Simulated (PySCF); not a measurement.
Working out the ionisation energy of C

C [He] 2s2 2p2 (3P) → C⁺ [He] 2s2 2p1 (2P). All numbers are calculated (PySCF 2.14, the spin-free X2C one-electron Hamiltonian (Gaussian nucleus), in aug-cc-pVDZ-DK (4s3p2d, 23 functions)). Frozen: 1s2. Energies in hartree (1 hartree = 27.21139 eV):

| part | C (lower) | C⁺ (upper) |
| --- | --- | --- |
| UHF | -37.702689 | -37.305352 |
| MP2 opposite-spin | -0.043904 | -0.039231 |
| MP2 same-spin | -0.009808 | -0.002422 |

Q: What does Hartree-Fock give?

A: (-37.305352) − (-37.702689) = 0.397337 hartree = 10.812 eV.

Q: What do MP2 and SCS-MP2 (6/5 opposite-spin, 1/3 same-spin) give?

A: The opposite-spin parts differ by 0.127 eV and the same-spin parts by 0.201 eV. MP2: 10.812 + (0.127) + (0.201) = 11.140 eV. SCS-MP2: 10.812 + 1.2 × (0.127) + (0.201)/3 = 11.031 eV.

Measured between the centres of the two terms (NIST): 11.262 eV, so MP2 (valence) is off by -0.122 eV.

A double-zeta basis recovers only part of the correlation energy.

What remains against the reference includes basis incompleteness, the frozen core and correlation beyond second order.
